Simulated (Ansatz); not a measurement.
Species: NO, charge 0, doublet. NO (SMILES O=[N], doublet).
B3LYP-D3(BJ)/def2-TZVP minimum from Ansatz (a program for electronic structure):
```xyz
2

N      0.0000     0.0000    -0.6106
O      0.0000     0.0000     0.5343
```
Charge 0, spin multiplicity 2.

Hartree-Fock and CCSD(T) correlation energies in hartree (Ansatz). UHF or UKS for unpaired electrons; spin-orbit terms are left out. Correlated methods leave the cores frozen. No relativity. The UHF reference of NO ([N]=O, doublet) is spin-contaminated (<S^2> up to 0.04 over the pure value in the sets run).

| basis | X | E(HF) | E(corr, CCSD(T)) |
|---|---|---|---|
| cc-pVTZ | 3 | -129.29743 | -0.41925 |
| cc-pVQZ | 4 | -129.30715 | -0.44720 |
| cc-pV5Z | 5 | -129.30949 | withheld |

Problem. Fit E(corr) = E∞ + A/X³ to X = 3 and 4, predict X = 5, and compare with the run.

Solution. A = (-0.41925 - (-0.44720))/(1/27 - 1/64) = 1.3053; E∞ = -0.44720 - A/64 = -0.46760; at X = 5, E∞ + A/125 = -0.45715. The run gave -0.45728, 0.13 mEh below the prediction. The same form on X = 4 and 5 gives E∞ = -0.46786, 0.26 mEh below the first estimate.
